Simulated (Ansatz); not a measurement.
Input file:

```yaml
crystal:
  periodic: [false, false, false]
  atoms:
    - {symbol: Ti, position_ang: [0.000000, 0.000000, 0.000000]}
    - {symbol: H, position_ang: [0.000000, 0.000000, -1.847400]}
    - {symbol: H, position_ang: [0.000000, 0.000000, 1.847400]}
basis:
  gaussian: {orbitals: def2-SVP}
total_charge: 1
magnetization: {spin_polarized: false, initial_magnetization: 1}
correlation: {method: ccsd_t, electrons: outside_noble_gas}
output: {forces: true}
```

```sh
$ ansatz run in.yaml --threads 1 --pin off --events-out ev --progress --plain --max-ram 2393MiB
```

Output:

```
460 factors; integrals over basis functions are off by at most 1.5e-3 eV
mean field evaluation 1: about -23099.5672 eV, gradient 2.0e1 eV
mean field evaluation 2: about -23099.5880 eV, gradient 2.0e1 eV
mean field evaluation 4: about -23101.7526 eV, gradient 9.2e0 eV
mean field evaluation 8: about -23102.1129 eV, gradient 1.0e-1 eV
mean field evaluation 16: about -23102.1129 eV, gradient 5.6e-3 eV
mean field evaluation 32: about -23105.1695 eV, gradient 1.5e-2 eV
mean field evaluation 64: about -23102.1704 eV, gradient 1.3e0 eV
mean field evaluation 96: about -23105.1695 eV, gradient 6.0e-7 eV
mean field evaluation 128: about -23105.1567 eV, gradient 3.0e-1 eV
mean field evaluation 160: about -23105.0747 eV, gradient 1.6e0 eV
...
cycle  12  -2.06495913 eV  change   -6.4e-6 eV  update   1.6e-5
cycle  13  -2.06496310 eV  change   -4.0e-6 eV  update   8.9e-6
cycle  14  -2.06496513 eV  change   -2.0e-6 eV  update   6.6e-6
cycle  15  -2.06496492 eV  change    2.1e-7 eV  update   5.3e-6
cycle  16  -2.06496554 eV  change   -6.2e-7 eV  update   4.2e-6
cycle  17  -2.06496645 eV  change   -9.1e-7 eV  update   3.1e-6
cycle  18  -2.06496782 eV  change   -1.4e-6 eV  update   2.1e-6
cycle  19  -2.06496747 eV  change    3.5e-7 eV  update   1.2e-6
cycle  20  -2.06496710 eV  change    3.7e-7 eV  update   5.7e-7
cycle  21  -2.06496674 eV  change    3.5e-7 eV  update   2.9e-7
perturbative correction -0.04097146 eV, -0.0015056733 hartree
the calculation of the forces begins
Total energy: -23107.27543458 eV, -849.1767095470 hartree
Atom 0 at     0.000000     0.000000     0.000000 Å, force     0.000000    -0.000000     0.000000 eV/Å
Atom 1 at     0.000000     0.000000    -1.847400 Å, force     0.000000     0.000000     0.752390 eV/Å
Atom 2 at     0.000000     0.000000     1.847400 Å, force    -0.000000     0.000000    -0.752390 eV/Å
Dipole moment:     0.000000    -0.000000     0.000000 e Å
```

Forces (eV/Å):
```
Ti   0.000  0.000  0.000
H    0.000  0.000  0.752
H    0.000  0.000 -0.752
```

For the same geometry and basis full CI lies 26.7 meV lower.

Ran on 1 thread of Intel Xeon 6975P-C, shared host: 7 s wall, 0.13 GiB peak host memory.
